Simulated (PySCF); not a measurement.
Oxygen: a sound run and one with changed settings

Sound run: O [He] 2s2 2p4, O⁺ [He] 2s2 2p3. Computed with PySCF 2.14 in 6-31G* (3s2p1d, 14 functions), with no relativity, point nucleus. In the sound run the correlated levels freeze 1s2. The sound run starts from symmetry-adapted Hartree-Fock orbitals and uses a fine grid where one is needed.

A second run was set up differently.

| species | method | sound run (hartree) | changed run (hartree) | converged |
| --- | --- | --- | --- | --- |
| O | UHF | -74.78318 | -73.80415 | yes |
| O | B3LYP | -75.05940 | -74.03485 | yes |
| O | PBE0 | -74.98386 | -73.97642 | yes |
| O | MP2 | -74.87816 | -73.80415 | yes |
| O⁺ | UHF | -74.34108 | -73.44358 | yes |
| O⁺ | B3LYP | -74.54503 | -73.60827 | yes |
| O⁺ | PBE0 | -74.47896 | -73.55716 | yes |
| O⁺ | MP2 | -74.40172 | -73.44358 | yes |

Ionisation energy of O:

```
 method  sound run (eV)  changed run (eV)
    UHF          12.030             9.812
  B3LYP          13.997            11.608
   PBE0          13.739            11.409
    MP2          12.965             9.812
SCS-MP2          12.965             9.812
```

(1) What was changed?
A. minimal basis
B. basis contracted for another Hamiltonian
C. a valence shell is frozen
D. all electrons correlated in a valence basis

Answers

(1) A. It used basis STO-3G. A minimal basis cannot let orbitals breathe on ionisation and holds almost no correlation.
